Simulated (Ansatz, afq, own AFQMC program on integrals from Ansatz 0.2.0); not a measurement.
AFQMC on a folder of integrals that Ansatz 0.2.0 wrote.

```yaml
crystal:
  periodic: [false, false, false]
  atoms:
    - {symbol: B, position_ang: [0.000000, 0.000000, 0.826501]}
    - {symbol: C, position_ang: [0.000000, 0.000000, -0.555344]}
    - {symbol: H, position_ang: [0.000000, -0.925158, -1.123694]}
    - {symbol: H, position_ang: [0.000000, 0.925158, -1.123694]}
basis:
  gaussian: {orbitals: aug-cc-pVDZ}
total_charge: -1
magnetization: {spin_polarized: false}
correlation: {method: ccsd_t, electrons: outside_noble_gas, hamiltonian_folder: ham}
```

```sh
$ ansatz run in.yaml --threads 1 --pin off --events-out ev --progress --plain --max-ram 24576MiB --backend cuda --devices 0, --max-vram 18GiB
```

Options of the walk:

```
--method phaseless --trial cisd --walkers 4000 --populations 20 --least-time 60 --time-step 0.005 --steps-per-block 50 --equilibration-blocks 28 --max-blocks 4000 --target-error 0.00019 --factor-cut 1e-05 --seed 9140 --release-times 0.24,0.51,0.99,1.62,2.4 --release-step 0.03 --release-every 3 --taylor-order 6
```

Times are imaginary, in 1/Eh. The walk had a cap of 215 s. With eight or more populations the least sampling time is a fifth of least-time, and the error comes from their spread.

```
orbitals 62  electrons 5 5  factors 512 of 636
reference energy -63.60448838 Eh
CCSD correlation -0.25358693 Eh in 12 cycles, weight of the determinant in the CISD state 0.8638
energy of the start -63.858070 Eh
 block  time / (1/Eh)  mean weight  energy / Eh
     1     0.250  0.9999  -63.854863
     2     0.500  0.9996  -63.857339
     3     0.750  1.0002  -63.859988
     4     1.000  0.9997  -63.862102
     5     1.250  0.9999  -63.863887
     8     2.000  1.0001  -63.866654
    11     2.750  0.9999  -63.867808
    17     4.250  1.0003  -63.869619
    21     5.250  0.9999  -63.868416
    23     5.750  1.0000  -63.868914
    29     7.250  1.0002  -63.869757
    35     8.750  1.0000  -63.870543
    41    10.250  0.9997  -63.870096
    47    11.750  1.0001  -63.869039
    53    13.250  0.9999  -63.870249
    59    14.750  1.0004  -63.870283
    65    16.250  1.0000  -63.870924
    69    17.250  0.9999  -63.871599
    71    17.750  0.9999  -63.870481
    77    19.250  1.0000  -63.869299
    83    20.750  0.9999  -63.870738
    89    22.250  0.9999  -63.870338
    95    23.750  1.0000  -63.869168
    97    24.250  0.9998  -63.870402
error from the spread of 20 populations
released: time / (1/Eh)  energy / Eh  error  mean overlap
  0.24  -63.870457  0.000152  1.0001
  0.51  -63.870667  0.000119  0.9983
  0.99  -63.870684  0.000125  0.9968
  1.62  -63.870924  0.000183  0.9918
  2.40  -63.870805  0.000187  0.9910
energy -63.870249 +/- 0.000179 Eh
(rows thinned)
```

(1) Estimate how long the walk took on 1 × NVIDIA H100 80GB HBM3 with 2 threads of AMD EPYC 7R13 Processor (Zen 3), on a shared host (the card was shared).

The run passed its tests (sampling time, drift between the halves within three errors, error under three times the target), which doesn't prove that it has relaxed.

Against this walk (error 4.9 meV) on the same determinant: CCSD(T) 32.3 meV higher, CCSDT(Q) 13.9 meV lower. The error is statistical and leaves out the bias of the constraint. Released to 2.40 1/Eh the energy lies 15 ± 7 meV (both errors) below the phaseless value, which shows part or all of the bias of the constraint, and CCSDT(Q) lies 1.2 meV above the released value.

Cautions: constraint bias not in the error; restricted determinant unstable towards unrestricted (UHF 5 meV lower, ⟨S²⟩ 0.10).

Answers

(1) 46 s of wall time.

CCSDT and higher add their correlation energy to the determinant of the CCSD(T) run, since their own runs factorise the integrals more tightly (a shift of under 2 meV). A walk keeps the symmetry of its determinant, which the program's search chose and which needn't be the lowest solution, so a lower state of the same spin and another symmetry isn't excluded.
